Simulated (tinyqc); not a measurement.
Worked calculation: CIS and TDHF on RHF in the sto-6g basis, for H2O, spin multiplicity 1. One step of it, computed by the program tinyqc.

Problem. TDHF (RPA) singlet states. B(ia,jb) = 2 (ia|jb) - (ib|ja); the squared energies are the eigenvalues of (A - B)(A + B); 1 hartree = 27.211386 eV.

CIS matrix A, singlet (hartree):
```
           1>6        1>7       2>6        2>7        3>6        3>7        4>6        4>7
1>6  20.370145   0.000000  0.014843   0.000000   0.000000  -0.023829  -0.017557   0.000000
1>7   0.000000  20.443733  0.000000   0.047935  -0.002386   0.000000   0.000000  -0.030031
2>6   0.014843   0.000000  1.487959   0.000000   0.000000   0.055629   0.062011   0.000000
2>7   0.000000   0.047935  0.000000   1.573820  -0.033969   0.000000   0.000000  -0.019140
3>6   0.000000  -0.002386  0.000000  -0.033969   0.844321   0.000000   0.000000   0.042035
3>7  -0.023829   0.000000  0.055629   0.000000   0.000000   1.133892   0.090859   0.000000
4>6  -0.017557   0.000000  0.062011   0.000000   0.000000   0.090859   0.619534   0.000000
4>7   0.000000  -0.030031  0.000000  -0.019140   0.042035   0.000000   0.000000   0.748864
5>6   0.000000   0.000000  0.000000   0.000000   0.000000   0.000000   0.000000   0.000000
5>7   0.000000   0.000000  0.000000   0.000000   0.000000   0.000000   0.000000   0.000000

          5>6       5>7
1>6  0.000000  0.000000
1>7  0.000000  0.000000
2>6  0.000000  0.000000
2>7  0.000000  0.000000
3>6  0.000000  0.000000
3>7  0.000000  0.000000
4>6  0.000000  0.000000
4>7  0.000000  0.000000
5>6  0.498810  0.000000
5>7  0.000000  0.609498
```

Two-electron integrals over orbitals (pq|rs), unique and non-zero (hartree):
```
(11|11) 4.760980    (21|11) -0.425662   (21|21) 0.061647    (22|11) 1.017540
(22|21) -0.013910   (22|22) 0.729754    (31|31) 0.011164    (32|31) 0.017864
(32|32) 0.148198    (33|11) 0.807287    (33|21) -0.004147   (33|22) 0.650055
(33|33) 0.641978    (41|11) 0.179886    (41|21) -0.022871   (41|22) 0.016085
(41|33) 0.005869    (41|41) 0.029600    (42|11) -0.119906   (42|21) 0.009467
(42|22) 0.008593    (42|33) 0.006962    (42|41) 0.020474    (42|42) 0.124942
(43|31) -0.003173   (43|32) 0.018526    (43|43) 0.044236    (44|11) 1.030420
(44|21) -0.013799   (44|22) 0.688563    (44|33) 0.609497    (44|41) -0.012592
(44|42) -0.105108   (44|44) 0.812954    (51|51) 0.026736    (52|51) 0.032325
(52|52) 0.144833    (53|53) 0.029322    (54|51) -0.012740   (54|52) -0.043990
(54|54) 0.055870    (55|11) 1.117075    (55|21) -0.011204   (55|22) 0.749580
(55|33) 0.634543    (55|41) 0.004410    (55|42) -0.061403   (55|44) 0.743253
(55|55) 0.880663    (61|11) -0.270232   (61|21) 0.041732    (61|22) -0.002935
(61|33) -0.000395   (61|41) -0.002797   (61|42) 0.019804    (61|44) -0.018823
(61|55) -0.006341   (61|61) 0.035927    (62|11) 0.328979    (62|21) -0.008373
(62|22) 0.144066    (62|33) 0.074602    (62|41) 0.018538    (62|42) 0.020571
(62|44) 0.102351    (62|55) 0.163483    (62|61) 0.003590    (62|62) 0.102797
(63|31) 0.002935    (63|32) -0.046882   (63|43) -0.026961   (63|63) 0.076172
(64|11) 0.191468    (64|21) -0.000731   (64|22) 0.088561    (64|33) 0.039382
(64|41) 0.004415    (64|42) -0.014935   (64|44) 0.108076    (64|55) 0.101881
(64|61) 0.002184    (64|62) 0.062168    (64|64) 0.057112    (65|51) 0.016989
(65|52) 0.062589    (65|54) -0.003455   (65|65) 0.040081    (66|11) 0.799918
(66|21) -0.007663   (66|22) 0.610728    (66|33) 0.573745    (66|41) 0.021925
(66|42) 0.062324    (66|44) 0.546962    (66|55) 0.585511    (66|61) 0.006317
(66|62) 0.091818    (66|64) 0.042131    (66|66) 0.594589    (71|31) 0.016260
(71|32) 0.024077    (71|43) -0.004841   (71|63) 0.003901    (71|71) 0.023753
(72|31) 0.013884    (72|32) 0.039687    (72|43) -0.031422   (72|63) 0.035639
(72|71) 0.019082    (72|72) 0.061009    (73|11) 0.366549    (73|21) -0.007403
(73|22) 0.140468    (73|33) 0.093665    (73|41) -0.001036   (73|42) -0.069570
(73|44) 0.169468    (73|55) 0.189409    (73|61) -0.006821   (73|62) 0.080438
(73|64) 0.067078    (73|66) 0.037030    (73|73) 0.148550    (74|31) -0.009330
(74|32) -0.073478   (74|43) 0.007113    (74|63) 0.042666    (74|71) -0.013222
(74|72) -0.017178   (74|74) 0.064137    (75|53) 0.023829    (75|75) 0.024762
(76|31) 0.010188    (76|32) 0.105247    (76|43) 0.043298    (76|63) -0.071148
(76|71) 0.013882    (76|72) -0.007864   (76|74) -0.056167   (76|76) 0.121965
(77|11) 0.891255    (77|21) -0.009770   (77|22) 0.630564    (77|33) 0.618202
(77|41) 0.003587    (77|42) -0.015216   (77|44) 0.620957    (77|55) 0.633458
(77|61) -0.006100   (77|62) 0.072947    (77|64) 0.038065    (77|66) 0.567992
(77|73) 0.100317    (77|77) 0.628829
```

Give: TDHF matrix B, singlet; squared energies w^2; TDHF energies from the positive w^2.

Solution.

TDHF matrix B, singlet (hartree):
```
         1>6      1>7     2>6      2>7      3>6      3>7     4>6      4>7
1>6   0.0359   0.0000  0.0036   0.0000   0.0000  -0.0175  0.0022   0.0000
1>7   0.0000   0.0238  0.0000   0.0191   0.0146   0.0000  0.0000  -0.0132
2>6   0.0036   0.0000  0.1028   0.0000   0.0000   0.1252  0.0622   0.0000
2>7   0.0000   0.0191  0.0000   0.0610  -0.0092   0.0000  0.0000  -0.0172
3>6   0.0000   0.0146  0.0000  -0.0092   0.0762   0.0000  0.0000   0.0183
3>7  -0.0175   0.0000  0.1252   0.0000   0.0000   0.1485  0.0915   0.0000
4>6   0.0022   0.0000  0.0622   0.0000   0.0000   0.0915  0.0571   0.0000
4>7   0.0000  -0.0132  0.0000  -0.0172   0.0183   0.0000  0.0000   0.0641
5>6   0.0000   0.0000  0.0000   0.0000   0.0000   0.0000  0.0000   0.0000
5>7   0.0000   0.0000  0.0000   0.0000   0.0000   0.0000  0.0000   0.0000

        5>6     5>7
1>6  0.0000  0.0000
1>7  0.0000  0.0000
2>6  0.0000  0.0000
2>7  0.0000  0.0000
3>6  0.0000  0.0000
3>7  0.0000  0.0000
4>6  0.0000  0.0000
4>7  0.0000  0.0000
5>6  0.0401  0.0000
5>7  0.0000  0.0248
```

squared energies w^2 (hartree^2): [0.2472, 0.3566, 0.3709, 0.5341, 0.7289, 1.2553, 2.2101, 2.4786, 414.9432, 417.9511]

TDHF energies from the positive w^2 (eV): [13.5294, 16.2507, 16.5716, 19.8866, 23.2312, 30.4878, 40.4536, 42.8407, 554.3001, 556.3056]
